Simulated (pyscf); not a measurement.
Elementary routes open to `[SiH3]` [doublet] + `[CH3][Cl]` in the gas phase (doublet surface):
A. `[SiH3][Cl]` + `[CH3]` [doublet] (C–Cl broken; Cl–Si formed)
B. `[SiH4]` + `[CH2][Cl]` [doublet] (C–H broken; H–Si formed)
C. `[CH3][SiH3]` + `[Cl]` [doublet] (C–Cl broken; C–Si formed)

Single points on ωB97X-D3(BJ)/def2-SVP structures (PySCF, gas phase).

### Question
Rank the routes by free-energy barrier at 298 K, lowest first, for ωB97M-D3(BJ)/def2-TZVP energies (ideal gas, 1 atm, RRHO with modes under 100 cm⁻¹ raised to 100, one conformer, R ln 2 for chiral ones without a mode under 150 cm⁻¹).

### Answer
A (73.3 kJ/mol), B (104.3 kJ/mol), C (113.0 kJ/mol)

Route A is the fastest of these, ahead of the next by 31.1 kJ/mol. The most stable products are those of A (ΔG = -106.0 kJ/mol), so kinetics and thermodynamics agree. At 1200 K A is still the fastest. Only these routes are compared; each barrier is that of the saddle found, and lower ones may exist. Left out: orbital degeneracy and the spin-orbit lowering of Cl.
